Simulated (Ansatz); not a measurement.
Reaction (SMILES): OO (H2O2) + H+ → O[OH2+]
B3LYP-D3(BJ)/def2-TZVP geometries, fixed; electronic energies without zero-point terms; positive where energy is released.

Energies in hartree at B3LYP with Ansatz (a quantum-chemistry and plane-wave program); the proton affinity is their sum with the coefficients shown, times 627.509 kcal/mol a hartree; the bare proton counts zero. All functions are spherical. No added dispersion term, no relativity.

| species | coefficient | part | cc-pVDZ | cc-pVTZ | cc-pVQZ |
|---|---|---|---|---|---|
| OO (H2O2) | +1 | B3LYP | -151.55058 | -151.61166 | -151.62671 |
| O[OH2+] | -1 | B3LYP | -151.82290 | -151.87972 | -151.89286 |

Q: Predict the proton affinity in cc-pV5Z (X = 5): let each B3LYP step shrink by the ratio of the last two. Compare with the run.

A: 
- OO (H2O2): steps -0.06108 and -0.01505, ratio 0.246, so B3LYP -151.63041 (run: -151.63187).
- O[OH2+]: steps -0.05682 and -0.01314, ratio 0.231, so B3LYP -151.89590 (run: -151.89671).
Predicted 166.60 kcal/mol; the run in cc-pV5Z gives 166.19, a miss of 0.41. Keeping the value in cc-pVQZ, 167.01, would miss by 0.82. All sums are of the energies as printed.
